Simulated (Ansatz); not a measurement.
Geometry optimisation, RKS PBE/def2-SVP in Ansatz 0.2.0.

input.yaml

```yaml
crystal:
  periodic: [false, false, false]
  atoms:
    - { symbol: "N", position_ang: [-0.7436, -0.0078, -0.7954] }
    - { symbol: Al, position_ang: [0.2927, -1.3646, -0.0834] }
    - { symbol: Si, position_ang: [-0.12, 0.797, 0.656] }
    - { symbol: H, position_ang: [-0.1978, 0.4227, -1.6352] }
    - { symbol: H, position_ang: [1.036, -2.7821, -0.1986] }
    - { symbol: H, position_ang: [-1.1301, 1.0321, 1.6815] }
    - { symbol: H, position_ang: [0.924, 1.8347, 0.3296] }
basis:
  gaussian: { orbitals: def2-SVP }
hamiltonian:
  xc: pbe
relax:
  f_tol: 0.02
  max_steps: 40
scf:
  lower_state_search: "off"
```

Run as:

```bash
$ ansatz run input.yaml --threads 1 --pin off --max-ram 2048MiB --backend cpu --events-out ev --progress --plain --runs-dir out
```

Where does it end, and by what steps?

The run converged. After 9 steps the energy has fallen by 1.018 eV; H4 moved furthest, 0.55 Å.

| step | energy less start (eV) | largest force component (eV/Å) | accepted |
| --- | --- | --- | --- |
| 0 | 0.0000 | 2.928 | yes |
| 1 | -0.5063 | 1.610 | yes |
| 2 | -0.7859 | 1.241 | yes |
| 3 | -0.9605 | 0.417 | yes |
| 4 | -0.9531 | 0.663 | no |
| 5 | -1.0032 | 0.282 | yes |
| 6 | -1.0168 | 0.114 | yes |
| 7 | -1.0180 | 0.050 | yes |
| 8 | -1.0181 | 0.025 | yes |
| 9 | -1.0181 | 0.002 | yes |

```xyz
7
Properties=species:S:1:pos:R:3
N -0.294 -0.043 -0.868
Al 0.496 -1.394 0.015
Si 0.001 0.772 0.713
H -0.731 0.318 -1.721
H 0.895 -2.901 -0.324
H -1.235 1.215 1.465
H 0.930 1.965 0.674
```

The run took 12 s on 1 thread of Intel(R) Xeon(R) Platinum 8375C CPU @ 2.90GHz (Ice Lake) (shared host), peak memory 0.14 GiB.
